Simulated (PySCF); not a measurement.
# P2: bond curves at several levels of theory

An exercise on one series of results from a longer session: the logs are not shown, and one member is left open.

Program: PySCF 2.14.0. Level of theory: P 6-31G(d,p), no relativity. These are calculated values, not measurements.

The first run:

Settings of the job:

| Property | Result |
| --- | --- |
| atoms | P, P |
| charge | 0 |
| basis | P 6-31G(d,p) |
| Hamiltonian | no relativity |
| basis functions | 36 |
| electrons treated | 30 |
| masses in u | 30.9738, 30.9738 |
| levels | PBE0, PBE, r²SCAN, BP86, BLYP, TPSSh, LC-ωPBE, HF, MP2, SCS-MP2, CCSD, CCSD(T) |
| grid | 80 radial by 434 angular points |
| occupations | held fixed by the projection of orbital angular momentum |
| dissociation limit | P + P, each in its ground configuration |
| starting distance in angstrom | 2.130 |
| values of 2S to try | 0, 2, 4 |

Started as:

```console
OMP_NUM_THREADS=1 python dia.py task.json out
```

Steps of the session up to this table: Input; First curve: PBE0; Excited determinants; PBE (GGA); r²SCAN (meta-GGA); BP86 (GGA); BLYP (GGA); TPSSh (hybrid meta-GGA); LC-ωPBE (range-separated hybrid); RHF (mean field); Correlated methods on the Hartree–Fock reference.

One table of the session follows, with a row left open; its other results are not shown here.

It belongs to the step «The curves together». Energy (eV) from each level's lowest point:

| R (Å) | RHF | RHF-MP2 | RHF-SCS-MP2 | RHF-CCSD | RHF-CCSD(T) |
| --- | --- | --- | --- | --- | --- |
| 1.630 | 1.746 | 2.360 | 2.329 | n/a | n/a |
| 1.706 | 0.689 | 1.154 | 1.129 | 1.029 | 1.099 |
| 1.781 | 0.149 | 0.446 | 0.426 | 0.355 | 0.398 |
| 1.838 | ? | ? | ? | ? | ? |
| 1.895 | 0.018 | 0.020 | 0.012 | 0.000 | 0.000 |
| 1.952 | 0.166 | 0.000 | 0.000 | 0.028 | 0.004 |
| 2.028 | 0.515 | 0.103 | 0.115 | 0.209 | 0.149 |
| 2.122 | 1.123 | 0.364 | 0.394 | 0.591 | 0.483 |
| 2.236 | 2.000 | 0.768 | 0.824 | 1.180 | 1.004 |
| 2.388 | 3.278 | 1.315 | 1.416 | n/a | n/a |

**Question.** Estimate the row for R (Å) = 1.838.

Worked estimate for «RHF». A straight line through the neighbours (1.781, 0.149) and (1.895, 0.018) gives 0.149 + (0.018 − 0.149) × (1.838 − 1.781) / (1.895 − 1.781) = 0.083; a parabola fitted to 4 rows on both sides gives -0.009.

**Answer.** RHF: 0.000; RHF-MP2: 0.156; RHF-SCS-MP2: 0.142; RHF-CCSD: 0.097; RHF-CCSD(T): 0.119. In «RHF» the line misses by +0.083 and the parabola by -0.009.

State 2 has its PBE0 minimum 2.31 eV higher. State 3 has its PBE0 minimum 3.32 eV higher. The other levels ran on the lowest alone.
